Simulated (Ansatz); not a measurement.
Compare A (`Cc1ccc[nH]1`) with its isomer B (`C=CC=CC=N`).

Gas-phase electronic energies from Ansatz, PBE0-D4/def2-TZVP geometries. CCSD(T)/CBS is the MP2 limit (def2-TZVPP, def2-QZVPP) plus CCSD(T) − MP2 in def2-TZVPP, frozen cores. Functionals use def2-TZVPP. B3LYP here is the variant with VWN-RPA as its local correlation; programs differ in this. One conformer a species, not always the lowest.

Question: Which isomer does CCSD(T)/CBS put lower? Give the gap. (Estimate.)

Answer: Computed: A, by 29.9 kcal/mol.

Question: Give E(B) − E(A) in kcal/mol with MP2/def2-TZVPP, B3LYP, ωB97M-V, CCSD/def2-TZVPP, CCSD(T)/def2-TZVPP, PBE-D4, B2PLYP. (An estimate is asked.)

Answer: Ansatz gave: MP2/def2-TZVPP 36.7, B3LYP 26.2, ωB97M-V 33.2, CCSD/def2-TZVPP 28.7, CCSD(T)/def2-TZVPP 28.8, PBE-D4 32.1, B2PLYP 29.0. None reverses the order clearly.

Largest T1 diagnostic: 0.012.

In def2-TZVPP, CCSD(T) changes the Hartree–Fock value by +5.8 kcal/mol (the triples alone add +0.1 kcal/mol) and MP2 by +13.7 kcal/mol. From PBE to PBE0 (25 % exact exchange), in def2-TZVPP and without D4, E(B) − E(A) moves by +4.0 kcal/mol.
